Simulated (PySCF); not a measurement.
# Phosphorus: a sound run and one with changed settings

Sound run: P [Ne] 3s2 3p3, P⁺ [Ne] 3s2 3p2. All numbers are calculated (PySCF 2.14, the spin-free X2C one-electron Hamiltonian (Gaussian nucleus), in x2c-TZVPall). The sound run starts from symmetry-adapted Hartree-Fock orbitals and uses a fine grid where one is needed.

Changed run: 26 angular points. This setting is unsound on purpose.

```tsv
species	method	sound run (hartree)	changed run (hartree)	converged
P	UHF	-341.52608	-341.52608	yes
P	TPSS	-342.10602	-342.10602	yes
P	PBE	-341.92826	-341.92826	yes
P⁺	UHF	-341.16228	-341.16228	yes
P⁺	TPSS	-341.72087	-341.72092	yes
P⁺	PBE	-341.54361	-341.54358	yes
```

Ionisation energy of P:

```tsv
method	sound run (eV)	changed run (eV)
UHF	9.900	9.900
TPSS	10.481	10.479
PBE	10.467	10.468
```

A coarse angular grid integrates products of high-l functions wrongly, so density functionals can shift, and the SCF can exploit the error; Hartree-Fock and MP2 need no grid.

For comparison, NIST gives 10.487 eV between the lowest levels.
